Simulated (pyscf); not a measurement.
Optimised with ωB97X-D3(BJ)/def2-SVP in PySCF.

Question: Estimate by transition-state theory the rate constant of silanol (HO–SiH₃) + HO–Zn–Cl → HO–SiH₂–O–Zn–Cl + hydrogen (H₂) (singlet surface; H–O, O–Zn, H–Si broken, O–Zn, H–H, O–Si formed) at 298 K, with ωB97M-D3(BJ)/def2-TZVP energies (ideal gas, 1 atm, RRHO with modes under 100 cm⁻¹ raised to 100, one conformer, R ln 2 for rigid chiral ones; no tunnelling).

Answer: The electronic barrier is 8.2 kcal/mol and the thermal terms add +11.5, so ΔG‡ = 19.7 kcal/mol. With k_BT/h = 6.21e+12 s⁻¹ and RT = 0.592 kcal/mol, and a volume of 4.06e-20 cm³ per molecule at 1 atm, k = 9.7e-22 cm³ molecule⁻¹ s⁻¹. Wigner's tunnelling factor for 1532i cm⁻¹ would be 3.28, likely too low at so high a frequency. A shift of 1 kcal/mol in the barrier changes k by a factor 5.4. On the reactant side the descent ends in an adduct with a O–Zn, O–Si contact, 19.0 kcal/mol under the separated species and 24.7 kcal/mol under the saddle at ωB97X-D3(BJ)/def2-TZVP. On the product side the descent ends in an adduct with a O–Zn, Si–Zn contact (not fully relaxed), 0.9 kcal/mol under the separated species and 37.9 kcal/mol under the saddle at ωB97X-D3(BJ)/def2-TZVP. What is counted as formed (O–Zn, O–Si) is already present as a longer contact in the reactant adduct; forming that adduct is a step of its own. What is counted as broken (O–Zn) persists as a longer contact in the product adduct; parting that adduct is a step of its own. At the saddle there is also a short H–Si contact that neither side keeps. At ωB97X-D3(BJ) the barrier from the zero used here is 5.7 kcal/mol. HO–SiH₂–O–Zn–Cl is closed by a dative O–Zn, Si–Zn contact. One saddle was located; it need not be the lowest between these sides. Elements up to Kr have no core potential and no relativistic terms here.
